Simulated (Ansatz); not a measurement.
The input, for Ansatz 0.2.0:

```yaml
crystal:
  periodic: [false, false, false]
  atoms:
    - {symbol: Y, position_ang: [0.000000, 0.000000, 0.000000]}
    - {symbol: Si, position_ang: [0.000000, 0.000000, 2.649000]}
basis:
  gaussian: {orbitals: def2-TZVPP}
magnetization: {spin_polarized: false, initial_magnetization: 1}
correlation: {method: ccsdt_q, electrons: outside_noble_gas}
```

```sh
$ ansatz run in.yaml --threads 2 --pin off --events-out ev --progress --plain --max-ram 16896MiB --backend cuda --devices 0, --max-vram 18GiB
```

The program prints:

```
1116 factors; integrals over basis functions are off by at most 1.7e-7 eV
mean field evaluation 1: about -8886.6682 eV, gradient 1.9e1 eV
mean field evaluation 2: about -8886.7388 eV, gradient 1.9e1 eV
mean field evaluation 4: about -8889.0227 eV, gradient 1.7e0 eV
mean field evaluation 8: about -8889.0945 eV, gradient 6.2e-1 eV
mean field evaluation 16: about -8889.1165 eV, gradient 2.3e-4 eV
mean field evaluation 32: about -8889.2199 eV, gradient 1.4e-6 eV
mean field evaluation 64: about -8889.1165 eV, gradient 1.2e-3 eV
mean field evaluation 96: about -8888.0812 eV, gradient 2.2e-1 eV
mean field evaluation 128: about -8888.9697 eV, gradient 6.4e-3 eV
mean field evaluation 160: about -8888.9697 eV, gradient 7.2e-5 eV
...
mean field -8889.21986757 eV, -326.6728048034 hartree, gradient 6.4e-6 eV, S^2 0.750000; 32 other end points of the search recorded, 0 dependent functions left out
...
determinant -8889.21986757 eV, -326.6728048034 hartree, with singles and doubles -8893.86498958 eV, -326.8435098890 hartree
determinant -8889.16317588 eV, -326.6707214224 hartree, with singles and doubles -8893.43459581 eV, -326.8276932094 hartree
determinant -8889.11650785 eV, -326.6690064041 hartree, with singles and doubles -8894.10178468 eV, -326.8522119483 hartree
determinant -8888.96969899 eV, -326.6636112779 hartree, with singles and doubles -8893.54003456 eV, -326.8315680121 hartree
determinant -8888.95906867 eV, -326.6632206206 hartree, with singles and doubles -8893.61950966 eV, -326.8344886681 hartree
determinant -8888.95576359 eV, -326.6630991614 hartree, with singles and doubles -8893.56867209 eV, -326.8326204221 hartree
determinant -8888.95479120 eV, -326.6630634265 hartree, with singles and doubles -8893.57430398 eV, -326.8328273899 hartree
determinant -8888.26659491 eV, -326.6377726796 hartree, with singles and doubles -8893.17982098 eV, -326.8183304073 hartree
determinant -8888.08163582 eV, -326.6309755583 hartree, with singles and doubles -8892.59683584 eV, -326.7969060986 hartree
determinant -8888.05455510 eV, -326.6299803600 hartree, with singles and doubles -8892.58408098 eV, -326.7964373660 hartree
determinant -8887.67704333 eV, -326.6161070583 hartree, with singles and doubles -8892.27531260 eV, -326.7850903374 hartree
determinant -8886.62777016 eV, -326.5775469806 hartree, with singles and doubles -8891.36959579 eV, -326.7518058585 hartree
determinant -8886.53020143 eV, -326.5739613962 hartree, with singles and doubles -8891.27917820 eV, -326.7484830735 hartree
determinant -8886.37339811 eV, -326.5681989804 hartree, with singles and doubles -8890.62817020 eV, -326.7245589706 hartree
determinant -8886.33038612 eV, -326.5666183187 hartree, with singles and doubles -8890.46797079 eV, -326.7186717511 hartree
determinant -8886.07852676 eV, -326.5573626579 hartree, with singles and doubles -8890.43271243 eV, -326.7173760301 hartree
determinant -8885.87703135 eV, -326.5499578385 hartree, with singles and doubles -8889.97381980 eV, -326.7005120368 hartree
determinant -8885.87075758 eV, -326.5497272815 hartree, with singles and doubles -8890.15555129 eV, -326.7071905459 hartree
determinant -8889.21986757 eV, -326.6728048034 hartree, with singles and doubles -8894.02769683 eV, -326.8494892698 hartree
determinant -8889.11650785 eV, -326.6690064041 hartree, with singles and doubles -8894.02476226 eV, -326.8493814265 hartree
determinant -8888.95906867 eV, -326.6632206206 hartree, with singles and doubles -8893.49322652 eV, -326.8298478483 hartree
determinant -8888.95576359 eV, -326.6630991614 hartree, with singles and doubles -8893.49958112 eV, -326.8300813755 hartree
determinant -8888.95479120 eV, -326.6630634265 hartree, with singles and doubles -8893.49602695 eV, -326.8299507624 hartree
determinant -8889.16317588 eV, -326.6707214224 hartree, with singles and doubles -8893.34821652 eV, -326.8245188291 hartree
determinant -8888.96969899 eV, -326.6636112779 hartree, with singles and doubles -8893.46227607 eV, -326.8287104405 hartree
determinant -8888.26659491 eV, -326.6377726796 hartree, with singles and doubles -8893.13897917 eV, -326.8168294984 hartree
determinant -8888.08163582 eV, -326.6309755583 hartree, with singles and doubles -8892.53383006 eV, -326.7945906787 hartree
determinant -8888.05455510 eV, -326.6299803600 hartree, with singles and doubles -8892.52173829 eV, -326.7941463144 hartree
determinant -8887.67704333 eV, -326.6161070583 hartree, with singles and doubles -8892.20094707 eV, -326.7823574544 hartree
determinant -8886.62777016 eV, -326.5775469806 hartree, with singles and doubles -8891.32360449 eV, -326.7501157093 hartree
determinant -8886.53020143 eV, -326.5739613962 hartree, with singles and doubles -8891.23035849 eV, -326.7466889821 hartree
determinant -8886.37339811 eV, -326.5681989804 hartree, with singles and doubles -8890.55986551 eV, -326.7220488195 hartree
determinant -8886.33038612 eV, -326.5666183187 hartree, with singles and doubles -8890.41226735 eV, -326.7166246872 hartree
determinant -8886.07852676 eV, -326.5573626579 hartree, with singles and doubles -8890.34767523 eV, -326.7142509706 hartree
determinant -8885.87703135 eV, -326.5499578385 hartree, with singles and doubles -8889.92526435 eV, -326.6987276573 hartree
determinant -8885.87075758 eV, -326.5497272815 hartree, with singles and doubles -8890.07279273 eV, -326.7041492252 hartree
unrestricted determinant -8890.50715475 eV, -326.7201117349 hartree, S^2 2.4501
9 core orbitals not correlated: weight in the atoms' cores, before any rotation towards them, 0.999 or more for the frozen orbitals, at most 0.001 for the correlated occupied ones
reference -8889.11650785 eV, -326.6690064041 hartree; 4, 3 occupied and 85, 86 virtual orbitals, 1116 factors
second order -4.39476882 eV of doubles, -0.05538888 eV of singles
...
cycle  30  -5.43769520 eV  change    1.1e-6 eV  update   4.4e-6
cycle  31  -5.43769431 eV  change    8.9e-7 eV  update   3.6e-6
cycle  32  -5.43769471 eV  change   -4.0e-7 eV  update   2.8e-6
cycle  33  -5.43769849 eV  change   -3.8e-6 eV  update   2.2e-6
cycle  34  -5.43769796 eV  change    5.3e-7 eV  update   1.6e-6
cycle  35  -5.43769783 eV  change    1.3e-7 eV  update   1.0e-6
cycle  36  -5.43769791 eV  change   -7.6e-8 eV  update   7.2e-7
cycle  37  -5.43769802 eV  change   -1.1e-7 eV  update   4.8e-7
cycle  38  -5.43769856 eV  change   -5.4e-7 eV  update   3.1e-7
cycle  39  -5.43769863 eV  change   -7.2e-8 eV  update   1.9e-7
perturbative correction -0.07536079 eV, -0.0027694581 hartree
Total energy: -8894.62956728 eV, -326.8716076010 hartree
```

The determinant lies 0.10 eV above the lowest one of its kind in the log. The T1 diagnostic is 0.086.

Ran on 2 threads of AMD EPYC 7R13 with a shared H100 80 GB, shared host: 47 s wall, 0.89 GiB peak host memory.
